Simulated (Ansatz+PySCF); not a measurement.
# triplet S₂: levels of theory in one basis

| atom | x (Å) | y (Å) | z (Å) |
| --- | --- | --- | --- |
| S | 0.0000 | 0.0000 | 0.9851 |
| S | 0.0000 | 0.0000 | -0.9851 |

Basis set: cc-pV(T+d)Z (spherical functions). Frozen core: 10 orbitals. Correlation on ROHF uses semicanonical orbitals with singles. Charge 0, multiplicity 3.

Computed with Ansatz (development build ahead of 0.2.0) and PySCF 2.14.0; each method stands on the lowest determinant of its kind that the runs found.

```
  method  E − E(ROHF) (eV)  <S²> of the determinant
    ROHF              0.00                     2.00
     UHF             -0.40                     2.06
ROHF-MP2             -9.01                        –
 UHF-MP2             -9.02                     2.06
```

Caution for ROHF, ROHF-MP2: the determinant breaks the point group. Caution for ROHF-MP2, UHF-MP2: forces differ strongly between restricted and unrestricted references. Caution for ROHF-MP2: another reference gives a lower total.
